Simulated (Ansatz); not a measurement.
# Breaking a bond in AlH2O2 (SMILES [OH][Al][OH])

AlH2O2: 5 atoms, total charge 0, spin state doublet. SMILES: `[OH][Al][OH]`. The coordinates come from a PBE0-D4/def2-TZVP relaxation. This is one conformer, not always the lowest.

```xyz
5

O    -1.5735   -0.3246   -0.2375
Al    0.0185   -0.8251    0.0650
O     1.2494    0.3483    0.1600
H    -1.8097    0.5958   -0.3592
H     2.1651    0.1318    0.3304
```

The O3–H5 distance is scanned; the parts on either side stay rigid. Basis STO-3G, 7 core orbitals frozen in the correlated methods; program Ansatz 0.2.0. FCI is exact within this basis and core. Energies in eV from each method's value at 0.956 Å; open shells run as named. The shape above is that at 0.956 Å.

```csv
distance (Å),UHF,U-revPBE,UBHLYP,U-wB97X,UB2PLYP,FCI
0.956,0.00,0.00,0.00,0.00,0.00,0.00
1.195,0.99,0.36,0.73,0.62,0.57,0.46
1.434,2.67,1.72,2.49,2.28,2.22,1.81
1.912,3.44,3.79,4.30,4.57,4.19,3.55
2.391,3.47,4.12,4.53,4.73,4.38,3.58
```

Departure from the FCI curve at its largest: UHF +0.86 eV at 1.43 Å; U-revPBE +0.54 eV at 2.39 Å; UBHLYP +0.95 eV at 2.39 Å; U-wB97X +1.15 eV at 2.39 Å; UB2PLYP +0.80 eV at 2.39 Å. For the functionals part of the departure is owed to the small basis.
